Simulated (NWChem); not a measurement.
**Extrapolating the UMP2 correlation energy of Li**

```xyz
1

Li     0.0000     0.0000     0.0000
```
Charge 0, spin multiplicity 2.

All runs are NWChem calculations.

The correlated methods freeze no orbitals. The stability of the SCF solutions was not checked. Open-shell Hartree-Fock references start from PBE0 orbitals.

Worked example. The UMP2 correlation energy is -11.19 mHa in cc-pVTZ and -14.65 mHa in cc-pVQZ. The form E(X) = E∞ + A/X³ turns the pair into an estimate of the basis-set limit.

E∞ = (4³·(-14.65) − 3³·(-11.19))/(4³ − 3³) = -17.2 mHa. The larger basis holds 85 % of that. This is a two-point estimate.
